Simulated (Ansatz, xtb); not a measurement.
**CBO: where a starting geometry ends**

The starting geometry of this gas-phase doublet has its atoms placed at random.

```yaml
atoms:
  - { symbol: C, position_ang: [-0.1612, 0.1141, 1.6920] }
  - { symbol: B, position_ang: [1.1651, -0.2817, 0.7391] }
  - { symbol: O, position_ang: [0.7468, 0.7844, -0.9328] }
```

**Question.** Guess where an optimisation with r2SCAN-D4/def2-SVP ends from this start.

**Answer.** It ends as a structure given below by its coordinates. Contacts that close: B2–O3 (2.03 → 1.22 Å).

The energy falls by 6.52 eV over 10 steps:

| step | E − E(last) (eV) |
| --- | --- |
| 1 | 6.520 |
| 2 | 3.827 |
| 3 | 0.746 |
| 4 | 0.468 |
| 5 | 0.251 |
| 6 | 0.046 |
| 7 | 0.000 |
| 8 | 0.000 |
| 9 | 0.000 |
| 10 | 0.000 |

Final geometry (Å):

```yaml
atoms:
  - { symbol: C, position_ang: [0.0399, -0.0601, 1.7867] }
  - { symbol: B, position_ang: [0.6305, 0.2191, 0.4080] }
  - { symbol: O, position_ang: [1.0802, 0.4578, -0.6964] }
```

From the same start GFN2-xTB reaches the same bonding as this run.

From so rough a start the end depends on the optimiser's path, so another program may land elsewhere. No frequencies were run, so the end isn't proven a minimum. Open shells are spin-unrestricted. Run with Ansatz 0.2.0, 2.8 min on 1 thread of Arm Neoverse V1 (shared host).
